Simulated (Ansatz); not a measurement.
Ansatz (a program for electronic structure) input (B3LYP/6-31+G*): The .json file is the Basis Set Exchange's 6-31+G*.

Ansatz 0.2 input:
```yaml
crystal:
  periodic: [false, false, false]
  atoms:
    - {symbol: C, position_ang: [-0.00000000, -0.00000000, -0.62165074]}
    - {symbol: C, position_ang: [0.00000000, 0.00000000, 0.62165074]}
    - {symbol: H, position_ang: [0.00000000, 0.00000000, 1.70119702]}
    - {symbol: H, position_ang: [-0.00000000, -0.00000000, -1.70119702]}
basis:
  gaussian:
    orbitals: 6-31+G_.json
hamiltonian:
  xc: {name: B3LYP}
total_charge: 1
magnetization: {spin_polarized: true, initial_magnetization: 1}
output: {forces: true}
```

Problem. What final total energy does it give?

Solution. -76.92254 Eh.
